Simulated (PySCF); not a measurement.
**Working out the electron affinity of Si**

Si⁻ [Ne] 3s2 3p3 (4S) → Si [Ne] 3s2 3p2 (3P). Calculation: PySCF 2.14, in dyall-av3z; scalar relativity by spin-free X2C-1e. Frozen: [Ne]; the 23 highest virtual orbitals dropped. Energies in hartree (1 hartree = 27.21139 eV):

```
             part  Si⁻ (lower)   Si (upper)
              UHF  -289.494145  -289.463181
MP2 opposite-spin    -0.054734    -0.047290
    MP2 same-spin    -0.022264    -0.010007
```

What does Hartree-Fock give?

(-289.463181) − (-289.494145) = 0.030964 hartree = 0.843 eV.

What do MP2 and SCS-MP2 (6/5 opposite-spin, 1/3 same-spin) give?

The opposite-spin parts differ by 0.203 eV and the same-spin parts by 0.334 eV. MP2: 0.843 + (0.203) + (0.334) = 1.380 eV. SCS-MP2: 0.843 + 1.2 × (0.203) + (0.334)/3 = 1.198 eV.

A first-order spin-orbit estimate adds -0.016 eV to MP2 (valence), giving 1.364 eV against 1.390 eV (measured; photodetachment measurements, as compiled on the Wikipedia data page of electron affinities).

What remains against the reference includes basis incompleteness, the frozen core and correlation beyond second order.
